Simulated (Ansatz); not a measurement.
# How far each method lies from full CI for HNAl, quartet

Geometry: a point of a stretch scan, not a stationary point.

```xyz
3

Al    0.0000   -0.0438    0.8379
N     0.0000    0.1422   -1.4787
H     0.0000   -0.8048   -1.8801
```

Basis 6-31G; Ansatz 0.2.0. Correlated methods freeze the noble-gas cores, which leaves 9 electrons in 18 orbitals. R marks a restricted (for open shells ROHF) determinant, U an unrestricted one. Active spaces: pair = (5e, 5o) about the gap; valence = (9e, 9o) chosen from the atoms' valence shells.

Full CI is exact within this basis and frozen core; it isn't the basis-set limit. The frozen core follows each run's orbitals, which can shift R against U totals by a few meV.

For open shells CISD is restricted-active-space CI with the open shells as a complete middle space.

The UHF ⟨S²⟩ is 3.798 and the T1 diagnostic (RCCSD) is 0.0626. The largest doubles amplitude (RCCSD) is 0.097. The T1 diagnostic (UCCSD) is 0.0372.

```csv
level,E − E(RHF) (eV)
UHF,-0.2024
RMP2,-2.3268
UMP2,-2.4123
RCCSD,-3.1535
UCCSD,-3.1560
RCCSD(T),-3.2042
UCCSD(T),-3.2049
```

Task: Estimate how far full CI in 6-31G lies from RCCSD(T). The table doesn't fix it; the size of (T) and the diagnostics are the guide.

Result: Full CI in 6-31G lies 2.2 kJ/mol below RCCSD(T), which is 44 % of the (T) step (-4.9 kJ/mol). T1 is raised, and the rest is a large part of (T).

The other levels:

```tsv
level	E − E(full CI) (kJ/mol)	share of correlation (%)	wall time
CISD	26.7	91.42	0.97 s
BCCD(T)	2.4	99.24	1.6 s
RCCSDT	0.6	99.81	–
UCCSDT	0.5	99.83	–
RCCSDT(Q)	0.1	99.98	3.8 s
UCCSDT(Q)	0.0	100.01	3.7 s
RCCSDTQ	0.0	99.99	23 s (H100)
UCCSDTQ	-0.1	100.02	17 s (H100)
CASSCF (pair space)	249.3	19.91	–
NEVPT2 (pair space)	78.4	74.82	1.3 s
MRCISD (pair space)	21.9	92.97	–
MRCISD+Q (pair space)	-2.2	100.70	1.5 s
CASSCF (valence space)	148.0	52.45	–
NEVPT2 (valence space)	35.9	88.47	2.2 s
MRCISD (valence space)	5.9	98.11	–
MRCISD+Q (valence space)	1.6	99.49	3.4 s
```

The correlation energy at full CI, counted from RHF, is -3.227 eV. That run took 13 s on 2 threads of AMD EPYC 7R13 with a shared H100 80 GB, shared host over 7,588,672 determinants.

Times hold each run's SCF and search for its determinant on a shared host, so for small cases they say little of a method's own cost; rows without a card ran on 1 thread of AMD EPYC 7R13.

More than 5 meV below full CI, which no variational method can be: MRCISD+Q (pair space).

The full-CI state has the irrep A'' of Cs, in the program's axes.

Natural occupations of full CI about the gap: 1.980 1.963 1.904 1.001 0.995 0.990 0.052 0.039 0.032 0.012; effectively unpaired electrons, Σ n²(2−n)², 3.06.
